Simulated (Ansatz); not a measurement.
# How methods differ on [P2H3]− (SMILES [PH-]P)

[P2H3]− has 5 atoms, charge -1, and is taken as a singlet. SMILES: `[PH-]P`. The coordinates come from a GFN2-xTB relaxation. This is one conformer, not always the lowest.

```
atom    x (Å)    y (Å)    z (Å)
   P   0.7902  -1.1094   0.1438
   P  -0.4775   0.5463   0.0761
   H   0.2795  -1.4626   1.3644
   H  -0.9839   0.4702  -1.2282
   H   0.3917   1.5555  -0.3561
```

Each level gives the energy change with the P1–H3 bond stretched from 1.369 to 3.423 Å (eV). The values are calculated.

| level | kind | program | value (eV) | less FCI/STO-3G | CPU time (all runs) |
| --- | --- | --- | --- | --- | --- |
| revPBE/STO-3G (restricted) | GGA | Ansatz | 4.69 | -0.01 | 1.1 s |
| B3LYP/STO-3G (restricted) | global hybrid | Ansatz | 5.29 | +0.59 | 1.2 s |
| r2SCAN0/STO-3G (restricted) | hybrid meta-GGA | Ansatz | 5.85 | +1.15 | 2.5 s |
| wB97M-V/STO-3G (restricted) | range-separated hybrid | Ansatz | 6.16 | +1.46 | 15 s |
| CCSDT(Q)/STO-3G (restricted) | coupled cluster or CI | Ansatz | 4.70 | 0.00 | 0.38 s |
| CCSDT/STO-3G (restricted) | coupled cluster or CI | Ansatz | 4.70 | 0.00 | 0.36 s |
| CCSDTQ/STO-3G (restricted) | coupled cluster or CI | Ansatz | 4.70 | 0.00 | 4.2 s |
| FCI/STO-3G | exact in the basis | Ansatz | 4.70 | 0.00 | 1.2 s |

FCI/STO-3G is exact within its basis and frozen core, so for wave-function methods in that basis the difference is their error; functionals converge differently with the basis, so for them it is only a difference. Sets without diffuse functions describe the anion poorly. The first shape isn't each level's own minimum. The values span 4.69 to 6.16 eV. All rows use very small basis sets, so even the best lies far from the true value. Times are those of the runs behind each value, whatever else they computed, on shared processors of several kinds: orders of magnitude only.
